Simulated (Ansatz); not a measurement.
`C=C/C=C\F` → `CC#CCF`  (isomerisation)

Isolated molecules relaxed with PBE0-D4/def2-TZVP in Ansatz; ΔE leaves out vibrations. CCSD(T)/CBS adds triple-zeta CCSD(T) − MP2 to the extrapolated MP2 energy (def2 sets, frozen cores). DFT in def2-TZVPP. B3LYP here is the variant with VWN-RPA as its local correlation; programs differ in this. One conformer a species, not always the lowest.

| level | ΔE (kJ/mol) | difference from CCSD(T)/CBS |
| --- | --- | --- |
| r2SCAN-D4 | 68.0 | 10.1 |
| PBE0-D4 | 63.3 | 5.4 |
| B3LYP-D4 | 64.4 | 6.5 |
| B2PLYP | 54.6 | -3.3 |
| PBE | 65.6 | 7.7 |
| B3LYP | 60.9 | 3.0 |
| HF/def2-TZVPP | 51.1 | -6.8 |
| MP2/def2-TZVPP | 45.1 | -12.8 |
| SCS-MP2/def2-TZVPP | 45.8 | -12.1 |
| CCSD/def2-TZVPP | 54.6 | -3.3 |
| CCSD(T)/def2-TZVPP | 58.2 | 0.3 |
| HF/def2-QZVPP | 51.7 | -6.2 |
| MP2/def2-QZVPP | 45.1 | -12.8 |
| SCS-MP2/def2-QZVPP | 45.6 | -12.3 |
| HF/CBS(def2) | 51.8 | -6.1 |
| MP2/CBS(def2) | 44.7 | -13.2 |
| CCSD(T)/CBS | 57.9 | 0 |

Largest T1 diagnostic among the species: 0.012.

From PBE to PBE0 (25 % exact exchange), in def2-TZVPP and without D4, ΔE moves by −4.0 kJ/mol. The D4 term adds +3.5 kJ/mol with B3LYP and +1.8 kJ/mol with PBE0; it sums over pairs of atoms, weighted by their polarisabilities, and B3LYP, whose exchange is more repulsive, gets the larger term.
